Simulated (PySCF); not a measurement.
**Adding and removing an electron: MgF**

HSE06; basis Mg aug-pcseg-1, F aug-pcseg-1; no relativity; PySCF 2.14. Neutral (UKS): doublet (σ ↑), Re = 1.779 Å, ωe = 699 cm⁻¹, De = 4.55 eV, HOMO -5.40 eV, LUMO -3.00 eV.

MgF⁺ (UKS): singlet (closed shell), Re = 1.716 Å, ωe = 823 cm⁻¹, De = 4.07 eV to Mg⁺ + F. The energies at the minima are -299.75610 hartree for MgF and -299.46184 for MgF⁺.

Problem. Work out the adiabatic ionisation energy, without and with harmonic zero-point energies (1 hartree = 27.2114 eV, 1 eV = 8065.5 cm⁻¹), and the change of the bond length.

Solution. At HSE06: 0.29426 hartree = 8.007 eV between the minima; the zero-point term (823.0 − 699.0)/2 cm⁻¹ = +0.008 eV makes it 8.015 eV. Re changes by -6.3 pm against the neutral. The electron leaves a σ orbital; in so polar a molecule the change of length follows mostly from the change of the ionic charges.

For an ion De counts to the pair picked by the measured ionisation energies or electron affinities, which need not be the lowest pair at this level. States were picked by a PBE0 search and need not be the measured ground states.
